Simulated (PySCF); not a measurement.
How the method moves the HOMO and LUMO of `CCS(C)(=O)=O`

Compound: C₃H₈O₂S.
Structure used (PBE0-D3(BJ)/def2-SVP), in Å, numbered top down from 1:
```
atom  x, y, z in Å
C1    -2.045   -0.154    0.071
C2    -0.613   -0.616    0.258
S3     0.495    0.697   -0.274
C4     2.131    0.028   -0.031
O5     0.305    0.884   -1.711
O6     0.332    1.820    0.648
H7    -2.238    0.076   -0.987
H8    -2.235    0.752    0.663
H9    -2.744   -0.939    0.393
H10   -0.373   -1.498   -0.356
H11   -0.371   -0.825    1.311
H12    2.288   -0.189    1.033
H13    2.261   -0.864   -0.657
H14    2.810    0.825   -0.361
```

Basis pcSseg-1 throughout (PySCF), one geometry. One conformer (not necessarily the lowest) at the PBE0-D3(BJ)/def2-SVP geometry, without solvent, vibrations or thermal averaging.

Problem. How do the orbital energies, the gap and the dipole change with the method?

Solution. 
| method | kind | HOMO (eV) | LUMO (eV) | gap (eV) | μ (D) | SCF cycles |
| --- | --- | --- | --- | --- | --- | --- |
| B97-D | GGA | -6.77 | 0.12 | 6.90 | 4.30 | 16 |
| KT3 | GGA | -6.87 | -0.12 | 6.75 | 4.17 | 16 |
| KT2 | GGA | -6.87 | -0.08 | 6.79 | 4.21 | 16 |
| B97-2 | global hybrid | -7.96 | 0.85 | 8.81 | 4.51 | 14 |
| B3LYP | global hybrid | -7.98 | 0.52 | 8.50 | 4.50 | 14 |
| PBE0 | global hybrid | -8.23 | 0.84 | 9.07 | 4.52 | 14 |
| mPW1PW91 | global hybrid | -8.27 | 0.84 | 9.11 | 4.55 | 14 |
| BHandHLYP | global hybrid | -9.60 | 1.51 | 11.11 | 4.81 | 12 |
| CAM-B3LYP | range-separated hybrid | -9.61 | 1.68 | 11.29 | 4.63 | 12 |
| wB97X-D | range-separated hybrid | -10.12 | 2.65 | 12.77 | 4.63 | 13 |
| LC-wPBE | range-separated hybrid | -10.92 | 3.02 | 13.94 | 4.67 | 13 |

The HOMO spans 4.15 eV, from B97-D down to LC-wPBE, and the gap runs from 6.75 eV (KT3) to 13.94 eV (LC-wPBE). Over the methods B97-D (0 %), KT3 (0 %), KT2 (0 %), B97-2 (21 %), B3LYP (20 %), PBE0 (25 %), mPW1PW91 (25 %), BHandHLYP (50 %), a straight line through the gap against the share of exact exchange rises by 0.87 eV for each 10 % (correlation coefficient 0.998). The dipole ranges from 4.17 D (KT3) to 4.81 D (BHandHLYP). This basis has no diffuse functions.

The vertical ΔSCF ionisation energy at CAM-B3LYP/def2-SVPD is 10.61 eV; −ε(HOMO) comes closest to it with LC-wPBE (10.92 eV).
